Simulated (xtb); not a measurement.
C$_{3}$H$_{3}$, charge +2, doublet, at a GFN2-xTB geometry of the parent state (a state made from the parent by changing its charge; the spin is typed, not shown lowest); xtb with GFN0-xTB.

xtb was given this input:
```
$ xtb mol.xyz --gfn 0 --chrg 2 --uhf 1 --json

# file mol.xyz
6

C      0.00140388    -0.01899720     0.10918779
C      0.01684836    -0.22799011     1.31038999
C     -0.01571971     0.21271738    -1.22260886
H      0.03012627    -0.40766541     2.34308704
H      0.89984787     0.24626573    -1.78481618
H     -0.94516933     0.36701923    -1.74008438
```

What the program printed (banner, timings and long lists left out):

```
   ID    Z sym.   atoms
    1    6 C      1-3
    2    1 H      4-6

           -------------------------------------------------
          |                Calculation Setup                |
           -------------------------------------------------

           -------------------------------------------------
          |                 G F N 0 - x T B                 |
           -------------------------------------------------

          ...................................................
          :                      SETUP                      :
          :.................................................:
          :  # basis functions                  18          :
          :  # atomic orbitals                  18          :
          :  # shells                           12          :
          :  # electrons                        13          :
          :  electronic temp.          300.0000000     K    :
          :  accuracy                    1.0000000          :
          :  -> integral cutoff          0.2500000E+02      :
          :  -> integral neglect         0.1000000E-07      :
          ...................................................

         :::::::::::::::::::::::::::::::::::::::::::::::::::::
         ::                     SUMMARY                     ::
         :::::::::::::::::::::::::::::::::::::::::::::::::::::
         :: total energy              -3.987045335199 Eh    ::
         :: gradient norm              0.115405176709 Eh/a0 ::
         :: HOMO-LUMO gap              2.199790793709 eV    ::
         ::.................................................::
         :: H0 energy                 -7.329530530704 Eh    ::
         :: repulsion energy           0.205229018980 Eh    ::
         :: electrostat energy         3.137763816149 Eh    ::
         :: -> Gsolv                   0.000000000000 Eh    ::
         ::    -> Gsasa                0.000000000000 Eh    ::
         ::    -> Gshift               0.000000000000 Eh    ::
         :: dispersion energy         -0.000507639624 Eh    ::
         :: short-range corr.          0.000000000000 Eh    ::
         :: add. restraining           0.000000000000 Eh    ::
         :: total charge               2.000000000000 e     ::
         :::::::::::::::::::::::::::::::::::::::::::::::::::::

           -------------------------------------------------
          |                Property Printout                |
           -------------------------------------------------

    * Orbital Energies and Occupations

         #    Occupation            Energy/Eh            Energy/eV
      -------------------------------------------------------------
         1        2.0000           -0.6564874             -17.8639
         2        2.0000           -0.6325870             -17.2136
         3        2.0000           -0.5887301             -16.0202
         4        2.0000           -0.5476636             -14.9027
         5        2.0000           -0.5306705             -14.4403
         6        2.0000           -0.4825286             -13.1303
         7        1.0000           -0.4521962             -12.3049 (HOMO)
         8                         -0.3713554             -10.1051 (LUMO)
         9                         -0.2184575              -5.9445
        10                         -0.1654107              -4.5011
        11                         -0.1386141              -3.7719
        12                         -0.1194565              -3.2506
        13                         -0.0956598              -2.6030
        14                          0.0779977               2.1224
        15                          0.2559179               6.9639
        16                          0.3954311              10.7602
        17                          0.4338610              11.8060
        18                          1.3208574              35.9424
      -------------------------------------------------------------
                  HL-Gap            0.0808408 Eh            2.1998 eV
             Fermi-level            0.0000000 Eh            0.0000 eV

     #   Z          covCN         q      C6AA      α(0)
     1   6 C        1.961     0.395    22.958     7.729
     2   6 C        1.910     0.261    25.540     8.152
     3   6 C        2.834    -0.069    31.349     9.146
     4   1 H        0.928     0.466     0.373     0.955
     5   1 H        0.926     0.473     0.364     0.943
     6   1 H        0.926     0.473     0.364     0.943

 Mol. C6AA /au·bohr⁶  :        297.896981
 Mol. C8AA /au·bohr⁸  :       7986.721966
 Mol. α(0) /au        :         27.868724

Wiberg/Mayer (AO) data.
largest (>0.10) Wiberg bond orders for each atom

 ---------------------------------------------------------------------------
     #   Z sym  total        # sym  WBO       # sym  WBO       # sym  WBO
 ---------------------------------------------------------------------------
     1   6 C    3.644 --     2 C    2.073     3 C    1.485
     2   6 C    3.362 --     1 C    2.073     4 H    0.970     3 C    0.274
     3   6 C    3.617 --     1 C    1.485     5 H    0.923     6 H    0.923
                             2 C    0.274
     4   1 H    0.986 --     2 C    0.970
     5   1 H    0.987 --     3 C    0.923
     6   1 H    0.987 --     3 C    0.923
 ---------------------------------------------------------------------------

Topologies differ in total number of bonds
Writing topology from bond orders to xtbtopo.mol

 dipole moment from electron density (au)
     X       Y       Z
   0.0039  -0.0525   0.3016  total (Debye):    0.778

           -------------------------------------------------
          | TOTAL ENERGY               -3.987045335199 Eh   |
          | GRADIENT NORM               0.115405176709 Eh/α |
          | HOMO-LUMO GAP               2.199790793709 eV   |
           -------------------------------------------------

normal termination of xtb
```
